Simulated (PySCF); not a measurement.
**Bond curve of LiS**

Set-up: basis Li def2-TZVP, S def2-TZVP; no relativity; PySCF 2.14. Energies in eV from Li + S in their ground configurations at the same level. State: ²Π (doublet), unpaired electrons π ↑.

All columns are B3LYP. A positive dipole means Li(−)S(+).

| R (Å) | E (eV) | μ (D) | Mulliken charge on Li (basis-dependent) | HOMO (eV) | LUMO (eV) | Mayer bond order | ⟨S²⟩ |
| --- | --- | --- | --- | --- | --- | --- | --- |
| 1.847 | -2.654 | -5.95 | 0.66 | -5.72 | -3.64 | 0.64 | 0.75 |
| 1.933 | -2.917 | -6.21 | 0.66 | -5.59 | -3.50 | 0.64 | 0.75 |
| 2.019 | -3.065 | -6.48 | 0.66 | -5.47 | -3.38 | 0.64 | 0.75 |
| 2.084 | -3.118 | -6.68 | 0.65 | -5.38 | -3.29 | 0.64 | 0.75 |
| 2.148 | -3.134 | -6.89 | 0.65 | -5.30 | -3.21 | 0.65 | 0.75 |
| 2.212 | -3.121 | -7.10 | 0.65 | -5.22 | -3.13 | 0.65 | 0.75 |
| 2.298 | -3.067 | -7.38 | 0.64 | -5.12 | -3.03 | 0.66 | 0.75 |
| 2.406 | -2.960 | -7.73 | 0.63 | -5.01 | -2.91 | 0.66 | 0.75 |
| 2.535 | -2.793 | -8.14 | 0.63 | -4.88 | -2.78 | 0.67 | 0.75 |
| 2.707 | -2.537 | -8.69 | 0.61 | -4.74 | -2.63 | 0.68 | 0.76 |

A fit through these points gives, at Re = 2.148 Å, μ = -6.89 D and dμ/dR = -3.21 D/Å; the reduced mass is 5.753 u.

Problem. How strong is the fundamental in the double-harmonic approximation, I = 42.26·(dμ/dR)²/μred km/mol?

Solution. I = 42.26·(-3.21)²/5.753 = 75.7 km/mol at B3LYP.

The state was picked by a PBE0 search and need not be the measured ground state.
